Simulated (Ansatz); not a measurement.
**C₄H₃FS: one species, many methods**

The task here is to estimate one member of a computed series from the others.

Program: Ansatz 0.2.0, Gaussian basis. Level of theory: functionals in def2-TZVPP, the program's frozen cores in correlated methods. These are calculated values, not measurements.

Levels to be run: LDA (SPW92), PBE-D4, revPBE-D4, BLYP-D4, r2SCAN-D4, B97M-V, PBE0-D4, B3LYP-D4, r2SCANh-D4, r2SCAN0-D4, HSE06-D4, BHLYP-D4, CAM-B3LYP-D4, LC-ωPBE, ωB97X-V, ωB97M-V, B2PLYP, PBE-QIDH; CCSD(T)/def2-SVP; CCSD(T)/def2-TZVPP; MP2/def2-QZVPP; extrapolation to the limit; RPA on PBE.

## The geometry

The geometry comes from an earlier relaxation with PBE0-D4 in a triple-zeta def2 set; it is a stationary point, not always the lowest conformer.

9 atoms, charge 0, spin multiplicity 1.

Atoms are counted from 1 here; the program's logs count them from 0.

Bond lengths: F1–C2 1.324 Å, C2–C3 1.355 Å, C2–S6 1.715 Å, C3–C4 1.420 Å, C3–H7 1.081 Å, C4–C5 1.360 Å, C4–H8 1.082 Å, C5–S6 1.714 Å, C5–H9 1.079 Å. Angles: F1–C2–C3 126.9°, F1–C2–S6 119.6°, C3–C2–S6 113.5°, C2–C3–C4 110.7°, C2–C3–H7 123.6°, C4–C3–H7 125.7°, C3–C4–C5 113.3°, C3–C4–H8 123.6°, C5–C4–H8 123.2°, C4–C5–S6 111.9°, C4–C5–H9 128.5°, S6–C5–H9 119.6°, C2–S6–C5 90.6°.

Set-up of the first run:

The input, in.yaml:

```yaml
crystal:
  periodic: [false, false, false]
  atoms:
    - {symbol: F, position_ang: [1.978823, 0.831721, -1.512981]}
    - {symbol: C, position_ang: [0.935783, 0.502322, -0.766527]}
    - {symbol: C, position_ang: [0.746130, -0.665090, -0.104743]}
    - {symbol: C, position_ang: [-0.492416, -0.653188, 0.590454]}
    - {symbol: C, position_ang: [-1.186393, 0.505458, 0.431748]}
    - {symbol: S, position_ang: [-0.351487, 1.618360, -0.569402]}
    - {symbol: H, position_ang: [1.454594, -1.480951, -0.117700]}
    - {symbol: H, position_ang: [-0.851364, -1.481002, 1.186936]}
    - {symbol: H, position_ang: [-2.145270, 0.776069, 0.845115]}
basis:
  gaussian: {orbitals: def2-TZVPP}
hamiltonian: {xc: lda}
output: {orbitals: {seedname: orbitals}}
```

Started as:

```
$ ansatz run in.yaml --threads 4 --pin off --events-out ev --progress --plain --max-ram 10444MiB
```

Steps of the session up to this table: LDA; PBE-D4 (GGA); revPBE-D4 (GGA); BLYP-D4 (GGA); r2SCAN-D4 (meta-GGA); B97M-V (meta-GGA); B3LYP-D4 (hybrid); r2SCANh-D4 (hybrid); r2SCAN0-D4 (hybrid); HSE06-D4 (hybrid); BHLYP-D4 (hybrid); CAM-B3LYP-D4 (range-separated); LC-ωPBE (range-separated); ωB97X-V (range-separated); ωB97M-V (range-separated); B2PLYP (double hybrid); PBE-QIDH (double hybrid).

One of the session's tables, all rows but one given; the rest of the session is left out.

It belongs to the step «Orbital energies across the functionals». 

```
  functional  HOMO (eV)  gap (eV)
 LDA (SPW92)      -5.91      4.41
      PBE-D4      -5.70      4.42
   revPBE-D4      -5.62      4.43
     BLYP-D4      -5.53      4.38
   r2SCAN-D4      -5.88      4.76
      B97M-V      -5.87      4.82
     PBE0-D4          ?         ?
    B3LYP-D4      -6.58      5.96
  r2SCANh-D4      -6.30      5.50
  r2SCAN0-D4      -6.92      6.60
    HSE06-D4      -6.40      5.61
    BHLYP-D4      -7.71      8.30
CAM-B3LYP-D4      -8.07      8.75
     LC-ωPBE      -9.40     11.13
     ωB97X-V      -9.03     10.75
     ωB97M-V      -8.93     10.60
```

Estimate the missing values for PBE0-D4.

The run gave: HOMO (eV): -6.80; gap (eV): 6.39. In the column «HOMO (eV)» it lies between r2SCAN0-D4 (-6.92) and B3LYP-D4 (-6.58).
